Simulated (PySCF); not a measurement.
# BN₂H₇: electronic excitations at several levels of theory, part 2 of 2

PySCF 2.14.0. Atoms count from 0. Earlier steps stand in the parts before.

### 7 Excited states and response: PBE0/aug-cc-pVDZ

Job settings and geometry (Å):

```
{"job": {"kind": "uv", "xc": "PBE0", "basis": "aug-cc-pVDZ"}, "charge": 0, "multiplicity": 1}
N     -1.322346    -0.421132    -0.046294
B     -0.181368     0.502507    -0.297882
N      1.171308    -0.264402     0.353824
H     -1.770562    -0.793865    -0.875253
H     -2.044656    -0.070223     0.571792
H      0.142400     0.638080    -1.479157
H     -0.203573     1.566795     0.322831
H      1.276754    -1.182433    -0.079515
H      1.025926    -0.417912     1.352265
H      2.032624     0.267056     0.222027
```

Level: TDDFT PBE0/aug-cc-pVDZ, vertical, gas phase, core orbitals frozen in the response.

Log:

```text
coarse grid: 7552 points
cycle   1  E = -138.3765923598  dE =  6.524e-02  |g| = 4.946e-01  |ddm| = 6.718e+00
cycle   2  E = -138.3188580123  dE =  5.773e-02  |g| = 7.071e-01  |ddm| = 2.080e+00
cycle   3  E = -138.4441278824  dE = -1.253e-01  |g| = 7.346e-02  |ddm| = 1.089e+00
cycle   4  E = -138.4453264540  dE = -1.199e-03  |g| = 2.390e-02  |ddm| = 1.651e-01
cycle   5  E = -138.4454758768  dE = -1.494e-04  |g| = 5.576e-03  |ddm| = 7.413e-02
cycle   6  E = -138.4454824570  dE = -6.580e-06  |g| = 2.156e-03  |ddm| = 1.235e-02
final grid: 70800 points
cycle   7  E = -138.4504773965  dE = -2.335e-05  |g| = 9.180e-03  |ddm| = 1.077e-01
cycle   8  E = -138.4504619235  dE =  1.547e-05  |g| = 1.261e-02  |ddm| = 3.187e-02
cycle   9  E = -138.4504962381  dE = -3.431e-05  |g| = 4.631e-04  |ddm| = 1.752e-02
cycle  10  E = -138.4504962771  dE = -3.900e-08  |g| = 2.532e-04  |ddm| = 1.088e-03
cycle  11  E = -138.4504962906  dE = -1.353e-08  |g| = 4.207e-05  |ddm| = 4.676e-04
cycle  12  E = -138.4504962911  dE = -4.843e-10  |g| = 1.166e-05  |ddm| = 1.414e-04
converged SCF energy = -138.4504962911

Static polarisability (au): isotropic 43.269, principal 39.522 42.751 47.535

Singlet excitations
state   eV       nm        f      main configurations
  1   4.8391    256.2   0.07784   H->L 0.97
  2   5.5145    224.8   0.03295   H->L+1 0.91
  3   5.7753    214.7   0.03044   H->L+2 0.97
  4   5.9724    207.6   0.00075   H-1->L 0.98
  5   5.9898    207.0   0.04386   H->L+3 0.94
  6   6.6038    187.7   0.00232   H->L+4 0.93
  7   6.6830    185.5   0.01919   H->L+5 0.92
  8   6.8750    180.3   0.00513   H->L+6 0.95
  9   6.9460    178.5   0.00078   H-1->L+1 0.98
 10   7.0524    175.8   0.00398   H->L+7 0.92

Triplet excitations (Tamm-Dancoff, eV): 4.5255 5.3226 5.7184 5.8857
```

It took 7.4 s on 1 thread of Arm Neoverse V1, shared host; peak memory 0.58 GiB.

Key values: HOMO -6.25 eV, LUMO -0.55 eV; lowest singlet 4.84 eV.

### 8 Ultraviolet spectrum: PBE0/aug-cc-pVTZ

The job, as its differences from that of step 7:

```diff
@@ -1,2 +1,2 @@
-{"job": {"kind": "uv", "xc": "PBE0", "basis": "aug-cc-pVDZ"}, "charge": 0, "multiplicity": 1}
+{"job": {"kind": "uv", "xc": "PBE0", "basis": "aug-cc-pVTZ"}, "charge": 0, "multiplicity": 1}
 N     -1.322346    -0.421132    -0.046294
```

With the program's defaults for keys left out, this is: TDDFT PBE0/aug-cc-pVTZ, vertical, gas phase, core orbitals frozen in the response.

Log:

```text
coarse grid: 7552 points
cycle   1  E = -138.4209973843  dE =  4.357e-02  |g| = 5.080e-01  |ddm| = 6.084e+00
cycle   2  E = -138.3602275200  dE =  6.077e-02  |g| = 7.353e-01  |ddm| = 2.136e+00
cycle   3  E = -138.4904356437  dE = -1.302e-01  |g| = 7.526e-02  |ddm| = 1.074e+00
cycle   4  E = -138.4915920649  dE = -1.156e-03  |g| = 2.771e-02  |ddm| = 1.688e-01
cycle   5  E = -138.4917780903  dE = -1.860e-04  |g| = 5.759e-03  |ddm| = 4.957e-02
cycle   6  E = -138.4917845853  dE = -6.495e-06  |g| = 2.511e-03  |ddm| = 1.262e-02
final grid: 70800 points
cycle   7  E = -138.4873845907  dE = -6.642e-05  |g| = 9.618e-03  |ddm| = 2.654e-01
cycle   8  E = -138.4873691348  dE =  1.546e-05  |g| = 1.305e-02  |ddm| = 3.247e-02
cycle   9  E = -138.4874032379  dE = -3.410e-05  |g| = 4.836e-04  |ddm| = 1.713e-02
cycle  10  E = -138.4874032671  dE = -2.914e-08  |g| = 3.516e-04  |ddm| = 1.301e-03
cycle  11  E = -138.4874032914  dE = -2.431e-08  |g| = 5.117e-05  |ddm| = 5.568e-04
cycle  12  E = -138.4874032920  dE = -6.120e-10  |g| = 1.263e-05  |ddm| = 1.569e-04
converged SCF energy = -138.4874032920

Static polarisability (au): isotropic 43.333, principal 39.664 42.784 47.551

Singlet excitations
state   eV       nm        f      main configurations
  1   4.8550    255.4   0.07464   H->L 0.97
  2   5.5130    224.9   0.03199   H->L+1 0.89
  3   5.7578    215.3   0.02915   H->L+2 0.97
  4   5.9459    208.5   0.04110   H->L+3 0.92
  5   5.9887    207.0   0.00099   H-1->L 0.98
  6   6.5505    189.3   0.00506   H->L+5 0.68, H->L+4 0.24
  7   6.5558    189.1   0.01144   H->L+4 0.66, H->L+5 0.25
  8   6.7340    184.1   0.00048   H->L+6 0.93
  9   6.8990    179.7   0.00119   H->L+7 0.91
 10   6.9377    178.7   0.00107   H-1->L+1 0.95

Triplet excitations (Tamm-Dancoff, eV): 4.5510 5.3335 5.7048 5.8695
```

Run time: 26 s. Hardware: 1 thread of Arm Neoverse V1, shared host; peak memory 0.86 GiB.

In short: HOMO -6.27 eV, LUMO -0.56 eV; lowest singlet 4.86 eV.

### 9 TDDFT and polarisability: PBE0/def2-TZVPD

The job, as its differences from that of step 8:

```diff
@@ -1,2 +1,2 @@
-{"job": {"kind": "uv", "xc": "PBE0", "basis": "aug-cc-pVTZ"}, "charge": 0, "multiplicity": 1}
+{"job": {"kind": "uv", "xc": "PBE0", "basis": "def2-TZVPD"}, "charge": 0, "multiplicity": 1}
 N     -1.322346    -0.421132    -0.046294
```

Level: TDDFT PBE0/def2-TZVPD, vertical, gas phase, core orbitals frozen in the response.

Log:

```text
coarse grid: 7552 points
cycle   1  E = -138.4274526580  dE =  4.729e-02  |g| = 5.102e-01  |ddm| = 2.276e+00
cycle   2  E = -138.3687587740  dE =  5.869e-02  |g| = 7.307e-01  |ddm| = 1.392e+01
cycle   3  E = -138.4971785044  dE = -1.284e-01  |g| = 7.429e-02  |ddm| = 1.146e+01
cycle   4  E = -138.4983121959  dE = -1.134e-03  |g| = 2.742e-02  |ddm| = 1.532e-01
cycle   5  E = -138.4984965280  dE = -1.843e-04  |g| = 5.637e-03  |ddm| = 5.285e-02
cycle   6  E = -138.4985028418  dE = -6.314e-06  |g| = 2.392e-03  |ddm| = 1.065e-02
final grid: 70800 points
cycle   7  E = -138.4870414481  dE = -4.922e-05  |g| = 9.382e-03  |ddm| = 1.421e-01
cycle   8  E = -138.4870265723  dE =  1.488e-05  |g| = 1.275e-02  |ddm| = 9.713e-02
cycle   9  E = -138.4870594831  dE = -3.291e-05  |g| = 4.740e-04  |ddm| = 4.702e-02
cycle  10  E = -138.4870595139  dE = -3.076e-08  |g| = 3.305e-04  |ddm| = 4.068e-03
cycle  11  E = -138.4870595356  dE = -2.168e-08  |g| = 5.044e-05  |ddm| = 6.607e-04
cycle  12  E = -138.4870595362  dE = -6.028e-10  |g| = 1.456e-05  |ddm| = 4.230e-04
converged SCF energy = -138.4870595362

Static polarisability (au): isotropic 42.638, principal 39.097 41.849 46.968

Singlet excitations
state   eV       nm        f      main configurations
  1   5.0694    244.6   0.08061   H->L 0.98
  2   5.9160    209.6   0.02538   H->L+1 0.94
  3   6.1768    200.7   0.00516   H-1->L 0.99
  4   6.5412    189.5   0.03681   H->L+3 0.97
  5   6.5839    188.3   0.07699   H->L+2 0.98
  6   7.2308    171.5   0.02649   H->L+4 0.95
  7   7.3124    169.6   0.00795   H-1->L+1 0.93
  8   7.4212    167.1   0.00526   H->L+5 0.65, H->L+6 0.26
  9   7.6041    163.0   0.01847   H->L+6 0.68, H->L+5 0.28
 10   7.7407    160.2   0.02585   H-1->L+2 0.92

Triplet excitations (Tamm-Dancoff, eV): 4.7267 5.6610 6.0626 6.4437
```

Wall time 11 s (1 thread of Arm Neoverse V1, shared host); peak memory 0.7 GiB.

Key values: HOMO -6.26 eV, LUMO -0.27 eV; lowest singlet 5.07 eV.

### 10 Excited states and response: PBE0/6-31+G*

The job, as its differences from that of step 9:

```diff
@@ -1,2 +1,2 @@
-{"job": {"kind": "uv", "xc": "PBE0", "basis": "def2-TZVPD"}, "charge": 0, "multiplicity": 1}
+{"job": {"kind": "uv", "xc": "PBE0", "basis": "6-31+G*"}, "charge": 0, "multiplicity": 1}
 N     -1.322346    -0.421132    -0.046294
```

Method: TDDFT PBE0/6-31+G*, vertical, gas phase, core orbitals frozen in the response.

Log:

```text
coarse grid: 7552 points
cycle   1  E = -138.3844638879  dE =  6.150e-02  |g| = 4.917e-01  |ddm| = 2.410e+00
cycle   2  E = -138.3330411088  dE =  5.142e-02  |g| = 6.855e-01  |ddm| = 1.352e+00
cycle   3  E = -138.4508206838  dE = -1.178e-01  |g| = 7.652e-02  |ddm| = 8.655e-01
cycle   4  E = -138.4521192129  dE = -1.299e-03  |g| = 2.299e-02  |ddm| = 8.414e-02
cycle   5  E = -138.4522573527  dE = -1.381e-04  |g| = 5.540e-03  |ddm| = 2.733e-02
cycle   6  E = -138.4522637108  dE = -6.358e-06  |g| = 1.951e-03  |ddm| = 5.572e-03
final grid: 70800 points
cycle   7  E = -138.4254443429  dE = -1.643e-05  |g| = 9.106e-03  |ddm| = 1.943e-02
cycle   8  E = -138.4254292421  dE =  1.510e-05  |g| = 1.249e-02  |ddm| = 1.781e-02
cycle   9  E = -138.4254633644  dE = -3.412e-05  |g| = 4.775e-04  |ddm| = 1.012e-02
cycle  10  E = -138.4254634087  dE = -4.437e-08  |g| = 2.399e-04  |ddm| = 5.817e-04
cycle  11  E = -138.4254634209  dE = -1.219e-08  |g| = 4.383e-05  |ddm| = 1.810e-04
cycle  12  E = -138.4254634214  dE = -5.105e-10  |g| = 1.311e-05  |ddm| = 6.315e-05
converged SCF energy = -138.4254634214

Static polarisability (au): isotropic 38.123, principal 35.009 37.912 41.446

Singlet excitations
state   eV       nm        f      main configurations
  1   4.9753    249.2   0.08332   H->L 0.96
  2   5.6327    220.1   0.05236   H->L+1 0.94
  3   6.1244    202.4   0.02049   H-1->L 0.87, H->L+2 0.12
  4   6.2152    199.5   0.02431   H->L+2 0.86, H-1->L 0.12
  5   6.5103    190.4   0.05555   H->L+3 0.98
  6   7.0950    174.7   0.00084   H-1->L+1 0.99
  7   7.5587    164.0   0.03132   H->L+4 0.73, H-1->L+2 0.14, H->L+5 0.10
  8   7.6010    163.1   0.02463   H-1->L+2 0.85, H->L+4 0.12
  9   7.6947    161.1   0.03549   H-1->L+3 0.98
 10   7.7856    159.2   0.00088   H->L+5 0.84, H->L+4 0.14

Triplet excitations (Tamm-Dancoff, eV): 4.5914 5.4059 6.0098 6.1477
```

Wall time 3.8 s (1 thread of Arm Neoverse V1, shared host); peak memory 0.44 GiB.

In short: HOMO -6.15 eV, LUMO -0.28 eV; lowest singlet 4.98 eV.

### 11 Side by side: electronic excitations

Excitations and ground-state properties, with basis size and wall time:

```tsv
run	lowest singlet (eV)	brightest (eV)	f	gap (eV)	α (Å³)	μ (D)	functions	time
wB97X-D/def2-SVPD	5.90	7.79	0.088	9.88	6.03	3.80	116	13 s
LC-wPBE/def2-SVPD	6.38	8.41	0.094	10.85	5.81	3.84	116	18 s
PBE0/6-31G*	6.31	6.31	0.091	7.38	4.45	3.89	56	3.1 s
PBE0/def2-SVP	5.89	5.89	0.095	6.91	4.78	3.95	77	4 s
PBE0/def2-TZVP	5.59	5.59	0.094	6.58	5.64	3.75	135	7.8 s
PBE0/aug-cc-pVDZ	4.84	4.84	0.078	5.70	6.41	3.67	132	7.4 s
PBE0/aug-cc-pVTZ	4.86	4.86	0.075	5.71	6.42	3.68	299	26 s
PBE0/def2-TZVPD	5.07	5.07	0.081	5.99	6.32	3.69	174	11 s
PBE0/6-31+G*	4.98	4.98	0.083	5.87	5.65	3.70	68	3.8 s
```

### 12 What came out

The summary covers parts 1 to 2.

```
                                quantity                        value
      lowest singlet (wB97X-D/def2-SVPD)  5.90 eV (210 nm), f = 0.072
brightest single state of those computed  state 5, 7.79 eV, f = 0.088
                          lowest triplet                      5.66 eV
       vertical ionisation energy (ΔSCF)                      8.68 eV
             range of the lowest singlet              4.84 to 6.38 eV
```

**Reading.** Single values in the summary come from the first sound run of each kind (wB97X-D/def2-SVPD), which need not be the best level. The first singlet state (HOMO→LUMO 0.86, HOMO→LUMO+1 0.08) lies at 5.90 eV and is bright; of the 10 states computed, the strongest absorption comes from state 5 at 7.79 eV. The lowest triplet lies 0.24 eV below the lowest singlet (triplets in Tamm-Dancoff, singlets in full TDDFT). At wB97X-D/def2-SVPD, the highest states lie near or above the ionisation energy, where they hang on the basis. The orbital energy would give 8.17 eV for ionisation, ΔSCF gives 8.68 eV. The lowest singlet runs from 4.84 eV (PBE0/aug-cc-pVDZ) to 6.38 eV (LC-wPBE/def2-SVPD), while the orbital gap spans 5.70 to 10.85 eV. The lowest state need not be the same one in every run. The runs solved for a few states only, so the brightest column depends on that window.
